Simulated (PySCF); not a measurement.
fluoroethene (C₂H₃F), SMILES C=CF.

The structure is a stationary point at B3LYP-D3(BJ)/def2-TZVP.

Calculation: B3LYP-D3(BJ)/def2-TZVP (PySCF).

Harmonic, unscaled wavenumbers; measured fundamentals usually lie a few per cent lower.

```tsv
mode	ν (cm⁻¹)	IR (km/mol)	moving atoms (share of kinetic energy)
1	489	4.0	H 38 %, C 36 %, F 26 %
2	730	4.4	H 66 %, C 28 %
3	894	51.2	H 70 %, C 30 %
4	940	45.3	H 42 %, C 29 %, F 28 %
5	965	33.8	H 89 %, C 11 %
6	1169	101.7	C 52 %, H 28 %, F 20 %
7	1337	1.5	H 86 %, C 13 %
8	1417	4.9	H 84 %, C 15 %
9	1712	106.5	C 85 %, H 14 %
10	3168	0.9	H 95 %
11	3201	6.7	H 91 %, C 9 %
12	3262	1.7	H 89 %, C 11 %
```
